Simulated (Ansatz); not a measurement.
Ansatz (a quantum-chemistry and plane-wave program) input (B3LYP/6-31G*):

Ansatz 0.2 input:
```yaml
crystal:
  periodic: [false, false, false]
  atoms:
    - {symbol: N, position_ang: [0.00239634, -0.00408449, 0.11926202]}
    - {symbol: H, position_ang: [-0.00240451, 0.94757947, -0.24621576]}
    - {symbol: H, position_ang: [0.80549989, -0.46169435, -0.31071384]}
    - {symbol: H, position_ang: [-0.81986973, -0.45729371, -0.27790451]}
basis:
  gaussian:
    orbitals: 6-31G*
hamiltonian:
  xc: {name: B3LYP}
phonons: {temperatures: {t_min: 298.15, t_max: 298.15, t_step: 100}}
```

Question: Which harmonic wavenumbers does it give?

Answer: 1132, 1727, 1727, 3436, 3568, 3568 cm⁻¹ (unscaled; negative means imaginary).
